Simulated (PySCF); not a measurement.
PySCF input (B3PW91/6-31G* (5d)):

```python
from pyscf import gto, dft

mol = gto.M(
    atom='''
    C     0.00394345    0.00524516    0.76725426
    Cl   -0.01752138    1.48253369   -0.22626440
    Cl    0.01529894   -1.48548974   -0.20614288
    H    -0.89039947   -0.00050138    1.37837936
    H     0.90452024    0.01928333    1.36901878
    ''',
    basis='6-31g*',
    charge=0,
    spin=0,
    verbose=4,
)

mf = dft.RKS(mol, xc='b3pw91')
mf.grids.level = 3
mf.conv_tol = 1e-9
mf.max_cycle = 100
mf.max_memory = 1500
mf.kernel()
if not mf.converged:
    mf = mf.newton()
    mf.kernel(mf.make_rdm1())
mf.dip_moment()
```

Output:

```
PySCF version 2.14.0

[INPUT] verbose = 4
[INPUT] num. atoms = 5
[INPUT] num. electrons = 42
[INPUT] charge = 0
[INPUT] spin (= nelec alpha-beta = 2S) = 0
[INPUT] symmetry False subgroup None
[INPUT] Mole.unit = angstrom
[INPUT] Symbol           X                Y                Z      unit          X                Y                Z       unit  Magmom
[INPUT]  1 C      0.003943450000   0.005245160000   0.767254260000 AA    0.007452040486   0.009911915880   1.449900419306 Bohr   0.0
[INPUT]  2 Cl    -0.017521380000   1.482533690000  -0.226264400000 AA   -0.033110609524   2.801582644541  -0.427577747739 Bohr   0.0
[INPUT]  3 Cl     0.015298940000  -1.485489740000  -0.206142880000 AA    0.028910806596  -2.807168769451  -0.389553585729 Bohr   0.0
[INPUT]  4 H     -0.890399470000  -0.000501380000   1.378379360000 AA   -1.682611139758  -0.000947470884   2.604759486153 Bohr   0.0
[INPUT]  5 H      0.904520240000   0.019283330000   1.369018780000 AA    1.709295527726   0.036440212470   2.587070553586 Bohr   0.0

nuclear repulsion = 133.605511501017
number of shells = 26
number of NR pGTOs = 137
number of NR cGTOs = 54
basis = 6-31g*
ecp = {}

******** <class 'pyscf.dft.rks.RKS'> ********
method = RKS
initial guess = minao
damping factor = 0
level_shift factor = 0
DIIS = <class 'pyscf.scf.diis.CDIIS'>
diis_start_cycle = 1
diis_space = 8
diis_damp = 0
SCF conv_tol = 1e-09
SCF conv_tol_grad = None
SCF max_cycles = 100
direct_scf = True
direct_scf_tol = 1e-13
XC library pyscf.dft.libxc version 7.1.2
    S. Lehtola, C. Steigemann, M. J. T. Oliveira, and M. A. L. Marques,  SoftwareX 7, 1–5 (2018)
XC functionals = b3pw91
    A. D. Becke,  J. Chem. Phys. 98, 5648 (1993)
radial grids:
    Treutler-Ahlrichs [JCP 102, 346 (1995); DOI:10.1063/1.469408] (M4) radial grids

becke partition: Becke, JCP 88, 2547 (1988); DOI:10.1063/1.454033
pruning grids: <function nwchem_prune>
grids dens level: 3
symmetrized grids: False
atomic radii adjust function: <function treutler_atomic_radii_adjust>
small_rho_cutoff = 0
Set gradient conv threshold to 3.16228e-05
Initial guess from minao.
tot grids = 71496
init E= -959.732364033828
  HOMO = -0.333414525113649  LUMO = -0.0520438193384667  gap/eV = 7.65649
cycle= 1 E= -959.54420222122  delta_E= 0.188  |g|= 0.293  |ddm|= 2.16
  HOMO = -0.289770059129051  LUMO = -0.0225033530646854  gap/eV = 7.27270
cycle= 2 E= -959.518889232605  delta_E= 0.0253  |g|= 0.443  |ddm|= 0.835
  HOMO = -0.305301349068039  LUMO = -0.00602848349911067  gap/eV = 8.14363
cycle= 3 E= -959.569739945118  delta_E= -0.0509  |g|= 0.0359  |ddm|= 0.442
  HOMO = -0.313271972963021  LUMO = -0.0142454921912729  gap/eV = 8.13692
cycle= 4 E= -959.570085105243  delta_E= -0.000345  |g|= 0.00897  |ddm|= 0.0563
  HOMO = -0.311810751274847  LUMO = -0.0120706306120599  gap/eV = 8.15634
cycle= 5 E= -959.570106775491  delta_E= -2.17e-05  |g|= 0.00143  |ddm|= 0.0118
  HOMO = -0.311906974780504  LUMO = -0.0121250060886058  gap/eV = 8.15748
cycle= 6 E= -959.570107288983  delta_E= -5.13e-07  |g|= 0.000205  |ddm|= 0.00185
  HOMO = -0.311907261722341  LUMO = -0.0121332862053904  gap/eV = 8.15727
cycle= 7 E= -959.57010730101  delta_E= -1.2e-08  |g|= 2.33e-05  |ddm|= 0.000284
  HOMO = -0.311906780120193  LUMO = -0.0121323419358825  gap/eV = 8.15728
cycle= 8 E= -959.57010730118  delta_E= -1.69e-10  |g|= 5.53e-06  |ddm|= 4.77e-05
  HOMO = -0.31190674204066  LUMO = -0.0121319327443947  gap/eV = 8.15729
Extra cycle  E= -959.570107301187  delta_E= -7.05e-12  |g|= 3.69e-06  |ddm|= 9.5e-06
converged SCF energy = -959.570107301187
Dipole moment(X, Y, Z, Debye):  0.00956,  0.01271,  1.85973
```
